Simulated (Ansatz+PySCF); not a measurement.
A calculation with PySCF 2.14.0.

```python
from pyscf import gto, scf, mp

mol = gto.M(atom="""
Na 0.000000 0.000000 -1.533320
Cl 0.000000 0.000000 0.992150
""", basis='def2-svp', charge=0, spin=0)
mf = scf.RHF(mol)
mf.kernel()
pt = mp.MP2(mf, frozen=6).run()
print(mf.e_tot, pt.e_corr, pt.e_tot)
```

The script is written out from the run's settings.

The run gave:

```
Converged          : yes
Reference energy   : -621.21921 hartree
Correlation energy : -0.13848 hartree
Total energy       : -621.35769 hartree
```
